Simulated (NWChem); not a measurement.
**singlet [CF3]+ at 5 levels**

Aim: a comparison of 5 runs (HF/3-21G, B3LYP/6-31G*, BHLYP/def2-SVPD, CAM-B3LYP/def2-SVPD, M06-2X/def2-SVPD) of singlet [CF3]+. 

Program for the calculation: NWChem 7.3.0.

3 further runs of the same task are left out: 3 set aside as unsound or not needed.

### 1 The system as given

The species is [CF3]+ (4 atoms), meant as a singlet with charge +1. As SMILES of the parent species, `F[C](F)F`. The coordinates come from a PBE0-D4/def2-TZVP relaxation. That shape belongs to the parent species and isn't relaxed for this state.

Bond lengths: F1–C2 1.313 Å, C2–F3 1.313 Å, C2–F4 1.313 Å. Angles: F1–C2–F3 111.4°, F1–C2–F4 111.4°, F3–C2–F4 111.4°.

### 2 A single-point energy at HF/3-21G (run 1)

The input, sp.nw:

```
start sp
title "CF3"
memory stack 880 mb heap 220 mb global 1100 mb
charge 1

geometry units angstrom noautosym nocenter noautoz
  F       -1.227500       0.024900       0.265400
  C       -0.039500      -0.059500      -0.286700
  F        0.658900      -1.044900       0.227300
  F        0.608100       1.079500      -0.205900
end

basis spherical bse
  F library 3-21G
  C library 3-21G
end

scf
  thresh 1e-08
  maxiter 80
end

task scf
```

Started as:

```
$ nwchem sp.nw > sp.out
```

The log of the run:

```text
[...]
  functions       =    36
[...]
  wavefunction    = RHF
[...]
         Total SCF energy =   -333.884734743512
      One-electron energy =   -700.836420451801
      Two-electron energy =    242.355650150624
 Nuclear repulsion energy =    124.596035557666
        Time for solution =      0.4s
[...]
```

Run time: 0.96 s. Hardware: 1 thread of Intel Xeon Platinum 8559C (Emerald Rapids), shared host; peak memory 0.1 GiB.

### 3 A single-point energy at B3LYP/6-31G(d) (Cartesian functions) (run 2)

The input, cf3.nw:

```
start cf3
title "CF3 B3LYP"
memory stack 880 mb heap 220 mb global 1100 mb
charge 1

geometry units angstrom noautosym nocenter noautoz
F    -1.227500    0.024900    0.265400
C    -0.039500   -0.059500   -0.286700
F     0.658900   -1.044900    0.227300
F     0.608100    1.079500   -0.205900
end

basis "ao basis" cartesian
* library 6-31G*
end

dft
xc b3lyp
grid xfine
convergence energy 1e-08
maxiter 100
mulliken
noprint "final vectors analysis"
end

task dft energy
```

Started as:

```
$ nwchem cf3.nw > cf3.out
```

The log of the run:

```text
[...]
          Wavefunction type:  closed shell.
          No. of atoms     :     4
          No. of electrons :    32
[...]
          Charge           :     1
          Spin multiplicity:     1
[...]
          AO basis - number of functions:    60
[...]
              XC Information
              --------------
                         B3LYP Method XC Potential
                     Hartree-Fock (Exact) Exchange  0.200
                        Slater Exchange Functional  0.800 local
                    Becke 1988 Exchange Functional  0.720 non-local
              Lee-Yang-Parr Correlation Functional  0.810
                  VWN I RPA Correlation Functional  0.190 local
[...]
 d= 0,ls=0.0,diis     1   -336.8151704227 -4.61D+02  4.03D-02  3.44D+00     0.9
[...]
 d= 0,ls=0.0,diis     9   -337.1577947590 -2.89D-10  1.58D-07  2.24D-10     7.1
         Total DFT energy =     -337.157794758996
      One electron energy =     -704.454901687761
           Coulomb energy =      278.969277155680
    Exchange-Corr. energy =      -36.268205784581
 Nuclear repulsion energy =      124.596035557666
[...]
      Total Density - Mulliken Population Analysis
     ---------------------------------------------
    Atom       Charge   Shell Charges
 -----------   ------   -------------------------------------------------------
    1 F    9     9.02   1.99  0.99  3.26  0.91  1.78  0.08
    2 C    6     4.95   1.99  0.74  1.67  0.13  0.31  0.11
    3 F    9     9.02   1.99  0.99  3.26  0.91  1.78  0.08
    4 F    9     9.02   1.99  0.99  3.26  0.91  1.78  0.08
[...]
```

Run time: 7.8 s. Hardware: 1 thread of Intel Xeon Platinum 8559C (Emerald Rapids), shared host; peak memory 0.12 GiB.

Run 3 isn't shown in full; the table further down has it.

### 4 A single-point energy at CAM-B3LYP/def2-SVPD (run 4)

The input, cf3.nw:

```
start cf3
title "CF3 energy"
memory 2200 mb
charge 1
geometry units angstroms noautosym nocenter noautoz
   F     -1.227500     0.024900     0.265400
   C     -0.039500    -0.059500    -0.286700
   F      0.658900    -1.044900     0.227300
   F      0.608100     1.079500    -0.205900
end
basis spherical bse
   * library def2-SVPD
end
dft
   xc xcamb88 1.00 lyp 0.81 vwn_5 0.19 hfexch 1.00
   cam 0.33 cam_alpha 0.19 cam_beta 0.46
   grid xfine
   convergence energy 1e-08
   direct
   maxiter 100
   mulliken
end
task dft energy
```

Started as:

```
$ nwchem cf3.nw > cf3.out
```

The log of the run:

```text
[...]
          Wavefunction type:  closed shell.
          No. of atoms     :     4
          No. of electrons :    32
[...]
          Charge           :     1
          Spin multiplicity:     1
[...]
          AO basis - number of functions:    89
[...]
              XC Information
              --------------
                     Hartree-Fock (Exact) Exchange  1.000
                   CAM-Becke88 Exchange Functional  1.000
                      VWN V Correlation Functional  0.190 local
              Lee-Yang-Parr Correlation Functional  0.810
[...]
 d= 0,ls=0.0,diis     1   -336.4810003058 -4.61D+02  2.64D-02  3.46D+00     3.8
[...]
 d= 0,ls=0.0,diis    10   -336.8282480967 -5.42D-10  1.21D-07  1.37D-10    35.7
         Total DFT energy =     -336.828248096739
      One electron energy =     -703.721931608679
           Coulomb energy =      278.426222629537
    Exchange-Corr. energy =      -36.128574675263
 Nuclear repulsion energy =      124.596035557666
[...]
      Total Density - Mulliken Population Analysis
     ---------------------------------------------
    Atom       Charge   Shell Charges
 -----------   ------   -------------------------------------------------------
    1 F    9     9.14   1.99  1.17  0.76  0.08  3.29  1.72  0.10  0.01  0.01
    2 C    6     4.58   1.98  0.97 -0.18 -0.10  1.72  0.05  0.18 -0.05
    3 F    9     9.14   1.99  1.17  0.76  0.08  3.29  1.72  0.10  0.01  0.01
    4 F    9     9.14   1.99  1.17  0.76  0.08  3.29  1.72  0.10  0.01  0.01
[...]
```

It took 36 s on 1 thread of Intel Xeon Platinum 8559C (Emerald Rapids), shared host; peak memory 0.12 GiB.

### 5 The energy at M06-2X/def2-SVPD (run 5)

The input, struct.nw:

```
start struct
memory stack 880 mb heap 220 mb global 1100 mb
charge 1

geometry noautosym nocenter noautoz
   F     -1.227500     0.024900     0.265400
   C     -0.039500    -0.059500    -0.286700
   F      0.658900    -1.044900     0.227300
   F      0.608100     1.079500    -0.205900
end

basis spherical bse
   * library def2-SVPD
end

dft
   xc m06-2x
   grid xfine
   convergence energy 1e-08
   iterations 100
   mulliken
end

task dft
```

Started as:

```
$ nwchem struct.nw > struct.out
```

The log of the run:

```text
[...]
          Wavefunction type:  closed shell.
          No. of atoms     :     4
          No. of electrons :    32
[...]
          Charge           :     1
          Spin multiplicity:     1
[...]
          AO basis - number of functions:    89
[...]
              XC Information
              --------------
                       M06-2X Method XC Functional
                     Hartree-Fock (Exact) Exchange  0.540
                        M06-2X Exchange Functional  1.000
                      M06-2X Correlation Potential  1.000
[...]
 d= 0,ls=0.0,diis     1   -336.4598632514 -4.61D+02  2.46D-02  3.35D+00     2.1
[...]
 d= 0,ls=0.0,diis    10   -336.7945336517 -5.63D-10  2.75D-07  3.26D-10    19.2
         Total DFT energy =     -336.794533651731
      One electron energy =     -703.663152262262
           Coulomb energy =      278.375538269016
    Exchange-Corr. energy =      -36.102955216151
 Nuclear repulsion energy =      124.596035557666
[...]
      Total Density - Mulliken Population Analysis
     ---------------------------------------------
    Atom       Charge   Shell Charges
 -----------   ------   -------------------------------------------------------
    1 F    9     9.20   1.99  1.17  0.78  0.07  3.28  1.78  0.10  0.01  0.01
    2 C    6     4.40   1.99  0.95 -0.19 -0.09  1.66 -0.00  0.18 -0.08
    3 F    9     9.20   1.99  1.17  0.78  0.07  3.28  1.78  0.10  0.01  0.01
    4 F    9     9.20   1.99  1.17  0.78  0.07  3.28  1.78  0.10  0.01  0.01
[...]
```

Wall time 20 s (1 thread of Intel Xeon Platinum 8559C (Emerald Rapids), shared host); peak memory 0.12 GiB.

### 6 All runs side by side

```
run                               level  Cartesian functions  iteration cap  energy (Eh)  HOMO energy (eV)  LUMO energy (eV)  HOMO–LUMO gap (eV)  wall time
  1                            HF/3-21G                   no             80  -333.884735            -27.84            -10.30               17.53     0.96 s
  2  B3LYP/6-31G* (Cartesian functions)                  yes            100  -337.157795                 –                 –                   –      7.8 s
  3                     BHLYP/def2-SVPD                   no            100  -336.765648            -23.85            -13.19               10.66       14 s
  4                 CAM-B3LYP/def2-SVPD                   no            100  -336.828248            -23.09            -13.04               10.05       36 s
  5                    M06-2X/def2-SVPD                   no            100  -336.794534            -23.79            -13.15               10.64       20 s
```

### 7 What came out

```
            quantity          value
 run 5: total energy  -336.79453 Eh
  run 5: HOMO energy      -23.79 eV
  run 5: LUMO energy      -13.15 eV
run 5: HOMO–LUMO gap       10.64 eV
```

**Reading.** Over runs 1, 3, 4, 5 the HOMO–LUMO gap runs from 10.05 eV (CAM-B3LYP/def2-SVPD) to 17.53 eV (HF/3-21G). The two ends differ in method and basis. Totals of different functionals can't be ranked against each other. All runs together took 79 s, the longest 36 s.
